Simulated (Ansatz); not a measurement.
Total energies of BClO (`O=BCl`).

Bond lengths: O1–B2 1.204 Å, B2–Cl3 1.680 Å. Angles: O1–B2–Cl3 180.0°.

Total charge 0; spin multiplicity 1. All single points use the PBE0-D4/def2-TZVP geometry. Basis def2-TZVPP, the Gaussian-basis code of Ansatz.

RPA on PBE orbitals: Hartree–Fock energy of these orbitals -559.14862 Eh, correlation -0.79070 Eh (frozen core).

```json
{"functional": "LDA (SPW92)", "energy without D4 (Eh)": "-558.11401", "D4 term (kJ/mol)": "–"}
{"functional": "PBE", "energy without D4 (Eh)": "-560.10552", "D4 term (kJ/mol)": "-4.5"}
{"functional": "revPBE", "energy without D4 (Eh)": "-560.29507", "D4 term (kJ/mol)": "-14.3"}
{"functional": "BLYP", "energy without D4 (Eh)": "-560.39492", "D4 term (kJ/mol)": "-10.3"}
{"functional": "r2SCAN", "energy without D4 (Eh)": "-560.32439", "D4 term (kJ/mol)": "-1.0"}
{"functional": "B97M-V", "energy without D4 (Eh)": "-560.27778", "D4 term (kJ/mol)": "–"}
{"functional": "PBE0", "energy without D4 (Eh)": "-560.13958", "D4 term (kJ/mol)": "-3.8"}
{"functional": "B3LYP", "energy without D4 (Eh)": "-560.42672", "D4 term (kJ/mol)": "-7.5"}
{"functional": "r2SCANh", "energy without D4 (Eh)": "-560.31605", "D4 term (kJ/mol)": "-1.1"}
{"functional": "r2SCAN0", "energy without D4 (Eh)": "-560.30419", "D4 term (kJ/mol)": "-1.2"}
{"functional": "HSE06 (plane-wave form)", "energy without D4 (Eh)": "-560.12719", "D4 term (kJ/mol)": "-3.5"}
{"functional": "BHLYP", "energy without D4 (Eh)": "-560.35884", "D4 term (kJ/mol)": "-5.8"}
{"functional": "CAM-B3LYP", "energy without D4 (Eh)": "-560.38276", "D4 term (kJ/mol)": "-3.8"}
{"functional": "LC-ωPBE", "energy without D4 (Eh)": "-560.20774", "D4 term (kJ/mol)": "–"}
{"functional": "ωB97X-V", "energy without D4 (Eh)": "-560.30393", "D4 term (kJ/mol)": "–"}
{"functional": "ωB97M-V", "energy without D4 (Eh)": "-560.36047", "D4 term (kJ/mol)": "–"}
{"functional": "B2PLYP", "energy without D4 (Eh)": "-560.21275", "D4 term (kJ/mol)": "–"}
{"functional": "PBE-QIDH", "energy without D4 (Eh)": "-560.04122", "D4 term (kJ/mol)": "–"}
```

B3LYP takes the VWN-RPA correlation (the form of Gaussian; ORCA's B3LYP/G). HSE06 is the plane-wave form, built on full-range PBE exchange. The double hybrids freeze the cores in their second-order part.

LC-ωPBE has ω = 0.4 bohr⁻¹.
